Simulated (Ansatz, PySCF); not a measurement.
Molecule: CHCl₂, net charge 0, doublet state. It need not be the lowest isomer of its formula. 
Structure (B3LYP-D3(BJ)/def2-TZVP (Ansatz, a quantum-chemistry and plane-wave program) minimum search):
```
C
H 1 1.0785
Cl 1 1.7039 2 117.35
Cl 1 1.7039 2 117.35 3 153.21
```
Charge 0, spin multiplicity 2.

Total electronic energies in hartree. Cores are frozen in the correlated levels unless marked. Open shells are spin-unrestricted. Spin-orbit coupling is left out. Non-relativistic. CBS(X,Y): correlation extrapolated as X^-3; Hartree-Fock from the larger set. [CCSD(T)-MP2]/basis is that difference in the basis named.

```
level                                                                             program  energy (Eh)
-------------------------------------------------------------------------  --------------  -----------
HF-D3(BJ)/def2-TZVPD                                                        PySCF + dftd3   -957.46333
RI-HF/cc-pV(T+d)Z                                                                  Ansatz   -957.45198
B3LYP-D4/def2-TZVPD                                                        Ansatz + dftd4            …
TPSSh-D4/def2-TZVPD                                                         PySCF + dftd4            …
LC-wPBE-D4/def2-TZVPD                                                      Ansatz + dftd4            …
B2PLYP-D4/def2-TZVPD                                                       Ansatz + dftd4   -958.79210
MP2/cc-pVTZ                                                                        Ansatz   -957.96650
MP2/cc-pwCVTZ                                                                      Ansatz   -957.98069
RI-MP2/CBS(aug-cc-pV(T+d)Z,aug-cc-pV(Q+d)Z)+[CCSD(T)-MP2]/aug-cc-pV(T+d)Z          Ansatz    -958.1323
```

Task: What belongs in the gaps?

Result: 
- B3LYP-D4/def2-TZVPD, energy (Eh): -959.12305
- TPSSh-D4/def2-TZVPD, energy (Eh): -959.12709
- LC-wPBE-D4/def2-TZVPD, energy (Eh): -958.81400
